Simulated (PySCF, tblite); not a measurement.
**Be2H4, a complex of two parts: NMR shifts, interaction energy, infrared bands, spin-spin couplings, core binding energies and electronic excitations**

What NMR shifts, interaction energy, infrared bands, spin-spin couplings, core binding energies and electronic excitations should one expect for 2 × `[BeH2]`?

Computed with tblite 0.8.0 and PySCF 2.14.0; each step states its level. No surroundings beyond the atoms listed, unless a continuum is named. Atoms count from 0, parts from 1.

## 1. The system as given

6 atoms, charge 0, multiplicity 1; geometry: rigid parts in contact. Parts: 1 = atoms 0–2, `[BeH2]`, charge 0; 2 = atoms 3–5, `[BeH2]`, charge 0.

## 2. Search for minima with GFN2-xTB

What the job is given:

```
{"job": {"kind": "dock", "xc": "GFN2-xTB", "basis": "xTB"}, "charge": 0, "multiplicity": 1, "parts": [{"atoms": "0-2", "charge": 0, "multiplicity": 1}, {"atoms": "3-5", "charge": 0, "multiplicity": 1}]}
Be    -0.000014    -0.000156     0.000029
H      0.562707    -0.276527    -1.115208
H     -0.562692     0.276683     1.115179
Be    -1.540860     1.615609    -0.484557
H     -0.545629     2.166318    -1.070240
H     -2.536393     1.065210     0.100918
```

Level: GFN2-xTB search for minima from random contacts, gas phase.

Launch:

```sh
OMP_NUM_THREADS=1 python cluster_run.py task.json out
```

The driver reads the jobs from task.json and runs them one after another.

**Question.** The jobs that follow are: PBE0-D3(BJ)/def2-TZVPD geometry optimisation, gas phase; GIAO PBE0/pcSseg-3 NMR shielding, non-relativistic, gas phase; CCSD(T)/aug-cc-pVDZ and MP2/aug-cc-pVTZ, aug-cc-pVQZ counterpoise interaction energy, frozen core, gas phase; PBE0-D3(BJ)/def2-TZVPD harmonic vibrations by differences of gradients, gas phase; B3LYP/pcJ-2 indirect spin-spin coupling, non-relativistic, gas phase; delta-SCF UKS SCAN, pcX-2 on the ionised atom, pcseg-1 elsewhere, spin-free X2C; TDDFT CAM-B3LYP/def2-TZVPD, vertical, gas phase, core orbitals frozen in the response. Predict: binding energy (GFN2-xTB); point group; rotational constants (main isotopes); shieldings of H, Be (PBE0/pcSseg-3, a mean where the table joins atoms); largest proton shift on binding; interaction energy, CCSD(T) limit estimate; MP2/aug-cc-pVQZ; T1 diagnostic; strongest single infrared mode (PBE0-D3(BJ)/def2-TZVPD); Be1s binding energies, SCAN/pcX-2; lowest singlet (CAM-B3LYP/def2-TZVPD); brightest single state of those computed; lowest triplet.

As calculated:

| quantity | value |
| --- | --- |
| binding energy (GFN2-xTB) | -8.31 kcal/mol |
| point group | D2h |
| rotational constants (main isotopes) | 212.00, 17.38, 16.06 GHz |
| shieldings of H, Be (PBE0/pcSseg-3, a mean where the table joins atoms) | H1 26.3, H2 26.7, Be0 81.6 ppm |
| largest proton shift on binding | H1, +1.83 ppm |
| interaction energy, CCSD(T) limit estimate | -62.31 kcal/mol |
| MP2/aug-cc-pVQZ | -62.74 kcal/mol |
| T1 diagnostic | 0.0065 |
| strongest single infrared mode (PBE0-D3(BJ)/def2-TZVPD) | 1457 cm⁻¹ |
| Be1s binding energies, SCAN/pcX-2 | Be3 120.95 eV |
| lowest singlet (CAM-B3LYP/def2-TZVPD) | 5.18 eV (239 nm), f = 0.045 |
| brightest single state of those computed | state 5, 8.53 eV, f = 0.216 |
| lowest triplet | 4.72 eV |

What this shows: At its xTB geometry the search ends with the contact Be0···Be3 (inside the van der Waals sum, 2.23 Å); 6 starts can't prove it the lowest minimum. A later relaxation moves these distances. The start of the PBE0/def2-TZVPD relaxation was shaken at random by about 0.01 Å, so part of the energy gained, and of the first lengths quoted, undoes that. The optimisation took 29 steps and gained 2.002 eV; among the close pairs (by a distance rule), Be0–H4 changed most, from 2.788 to 1.477 Å. That is a new bond, so the results belong to the closed-up structure, not to the formula as drawn. At PBE0/pcSseg-3: Shielding is most anisotropic at Be0, Be3 (span 34 ppm, paramagnetic term -63 ppm). On binding (GIAO PBE0/pcSseg-3 NMR shielding, non-relativistic, gas phase), H1 moves most among the protons, 1.83 ppm downfield. The parts are deformed by 29.43 kcal/mol, far from their own shapes, so the interaction energy overstates the binding by that much, and the relaxed parts may be other isomers. The interaction energy leaves out the deformation of the parts, 29.43 kcal/mol at MP2. So large a deformation means that a part is far from its own minimum, so a sum across the two methods would be rough. No mode is imaginary at PBE0-D3(BJ)/def2-TZVPD; the softest lies at 328 cm⁻¹.
